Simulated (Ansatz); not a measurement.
Two structures, one formula

Two relaxed structures of CH5SSi (charge +1), singlet (PBE0-D4/def2-TZVP; forces vanish, vibrations not checked).

A:

```
8
angstrom
Si 0.0893 0.5990 0.3936
C -0.8496 1.0098 -0.9477
S 0.5818 -1.5798 0.2783
H -1.1296 0.2836 -1.7026
H -1.2065 2.0237 -1.0996
H 0.6647 1.2315 1.5869
H 1.9141 -1.5570 0.5172
H 0.2762 -1.9810 1.5346
```

B:

Si1  (-0.887, 0.999, -1.002)
C2  (0.044, 0.159, 0.140)
S3  (0.535, -1.295, 0.386)
H4  (-1.504, 0.357, -2.180)
H5  (-1.107, 2.442, -0.834)
H6  (0.317, -2.457, -0.361)
H7  (1.888, -1.461, 0.491)
H8  (0.191, -1.848, 1.588)
(Å)

Ansatz 0.2.0; basis: def2-TZVPP; cores frozen in the correlated methods. B3LYP uses VWN-RPA correlation.

Problem. Which structure is lower at CCSD(T), and by how much? (Judge from chemistry; the value comes from the calculation.)

Solution. Computed: A, by 376.0 kJ/mol (electronic energy, against the other). By their contacts, A is CH₅SSi ([CH2][SiH][SH2]), total charge +1 and B is CH₅SSi ([SiH2][C][SH3]), total charge +1.

All methods give the same order:

```tsv
method	E(B) − E(A) (kJ/mol)
PBE-D4	345.0
r2SCAN-D4	347.1
PBE0-D4	352.3
B3LYP-D4	356.6
wB97M-V	370.9
HF	378.5
MP2	356.2
CCSD	379.3
CCSD(T)	376.0
```

The T1 diagnostic stays at or below 0.016. The restricted Hartree–Fock reference is unstable towards an unrestricted one at one or more of these structures.

Labels in which every atom is bracketed show which atoms are joined, not bond orders.

For scale, one of the runs: CCSD(T)/def2-TZVPP, 185 basis functions, launched by `ansatz run in.yaml --threads 2 --pin off --events-out ev --progress --plain --max-ram 4352MiB`. Hardware: 2 CPU threads of an Arm Neoverse V1, shared host. Wall time 39 s; peak host memory 1.7 GiB.
